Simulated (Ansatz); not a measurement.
# H₃Si–SiH₂, doublet: vertical spin and charge gaps

Geometry (PBE0/def2-TZVP stationary point for this spin, not checked as a minimum):

```
atom    x (Å)    y (Å)    z (Å)
  Si  -0.0305   0.0000   1.1383
  Si   0.0696   0.0000  -1.1851
   H   0.6628  -1.2107   1.6524
   H   0.6628   1.2107   1.6524
   H  -1.4280   0.0000   1.6551
   H  -0.4929  -1.2186  -1.8288
   H  -0.4929   1.2186  -1.8288
```

Basis cc-pVDZ; Ansatz 0.2.0. Correlated methods freeze the noble-gas cores. R marks a restricted (for open shells ROHF) determinant, U an unrestricted one.

Gaps are energies of the second state less the first, at fixed atoms, for a selection of the levels run; each method lands on the state that its own search finds for that charge and spin.

For open shells CISD is restricted-active-space CI with the open shells as a complete middle space.

Removing an electron, to the singlet: 8.155 eV at UCCSDT(Q).

```tsv
level	gap (eV)	error (meV)
RHF	7.839	-316
UHF	7.896	-259
RMP2	8.150	-5
UMP2	8.155	0
CISD	8.106	-49
RCCSD	8.149	-6
UCCSD	8.150	-5
RCCSD(T)	8.156	1
UCCSD(T)	8.156	1
BCCD(T)	8.156	1
RCCSDT	8.155	0
UCCSDT	8.155	0
RCCSDT(Q)	8.155	0
PBE	8.274	119
r2SCAN	8.489	334
PBE0	8.384	229
B3LYP	8.294	139
wB97M-V	8.145	-10
B2PLYP	8.194	39
RPA-PBE	8.273	118
```

Removing an electron, to the triplet: 10.608 eV at UCCSDT(Q).

| level | gap (eV) | error (meV) |
| --- | --- | --- |
| UHF | 10.058 | -550 |
| UMP2 | 10.640 | 32 |
| CISD | 10.525 | -83 |
| UCCSD | 10.609 | 1 |
| RCCSD(T) | 10.615 | 7 |
| RCCSDT | 10.606 | -2 |
| UCCSDT | 10.606 | -2 |
| PBE | 10.501 | -107 |
| r2SCAN | 10.646 | 38 |
| RPA-PBE | 10.652 | 44 |

In so small a basis the reference is far from its limit while semilocal and hybrid functionals are nearer theirs (RPA and double hybrids share much of the reference's basis error), so the functionals' errors here hold much of the reference's basis and frozen-core error, which can add to them or hide them.

Full CI isn't at hand for all of this; UCCSDT(Q) serves as the reference, and is uncertain by about the last step of the cluster series. The frozen core follows each run's orbitals, which can shift R against U totals by a few meV.
